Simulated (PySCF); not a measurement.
Choosing a basis for TDDFT

Species: CH3BH2, CH₅B.
Atom-mapped SMILES: `[BH2:1][CH3:2]` (hydrogens: H3, H4 on B1; H5, H6, H7 on C2)

Geometry (PBE0-D3(BJ)/def2-SVP, Å), atoms numbered from 1 in this order:
```
atom  x, y, z in Å
B1     0.890    0.066   -0.029
C2    -0.653   -0.092   -0.093
H3     1.607   -0.880    0.216
H4     1.406    1.156   -0.149
H5    -0.955    0.083    0.964
H6    -1.018   -1.098   -0.347
H7    -1.178    0.673   -0.684
```

TDDFT with PBE0 (PySCF), vertical singlets, core orbitals frozen in the response, spherical d and f functions. Isolated species at its PBE0-D3(BJ)/def2-SVP geometry, gas phase.

Q: Compare 6-31G*, 6-31+G*, def2-SVP, def2-SVPD, aug-cc-pVDZ, def2-TZVP, def2-TZVPD and aug-cc-pVTZ for this molecule.

A: 

| basis | functions | diffuse | S1 (eV) | S2 (eV) | S3 (eV) | S4 (eV) | S5 (eV) | LUMO (eV) | α (au) |
| --- | --- | --- | --- | --- | --- | --- | --- | --- | --- |
| 6-31G* | 38 | no | 5.98 | 6.37 | 9.02 | 9.18 | 10.86 | -0.83 | 23.9 |
| 6-31+G* | 46 | yes | 5.87 | 6.27 | 8.15 | 8.59 | 8.88 | -1.17 | 26.3 |
| def2-SVP | 53 | no | 5.80 | 6.27 | 8.83 | 8.96 | 9.74 | -1.12 | 25.3 |
| def2-SVPD | 80 | yes | 5.79 | 6.26 | 8.49 | 8.80 | 8.90 | -1.21 | 29.8 |
| aug-cc-pVDZ | 91 | yes | 5.77 | 6.22 | 7.99 | 8.48 | 8.67 | -1.25 | 30.3 |
| def2-TZVP | 92 | no | 5.80 | 6.24 | 8.80 | 8.88 | 8.88 | -1.22 | 28.4 |
| def2-TZVPD | 119 | yes | 5.79 | 6.24 | 8.15 | 8.66 | 8.79 | -1.23 | 30.2 |
| aug-cc-pVTZ | 207 | yes | 5.79 | 6.23 | 7.99 | 8.47 | 8.61 | -1.25 | 30.4 |

States are compared by their number. Against the largest diffuse basis here (aug-cc-pVTZ, itself not a converged limit), sets without diffuse functions differ by up to 0.20 eV in S1 and 2.24 eV in S5; the smaller diffuse sets differ by up to 0.08 and 0.29 eV. State by state, the largest deviation of a set without diffuse functions is S1 0.20, S2 0.14, S3 1.03, S4 0.71, S5 2.24 eV. The same number needn't mean the same state in each row. Against aug-cc-pVTZ the polarisability deviates by -21% in 6-31G*, -13% in 6-31+G*, -17% in def2-SVP, -2% in def2-SVPD, 0% in aug-cc-pVDZ, -7% in def2-TZVP, -1% in def2-TZVPD. A single + in a Pople set puts diffuse functions on heavy atoms only.
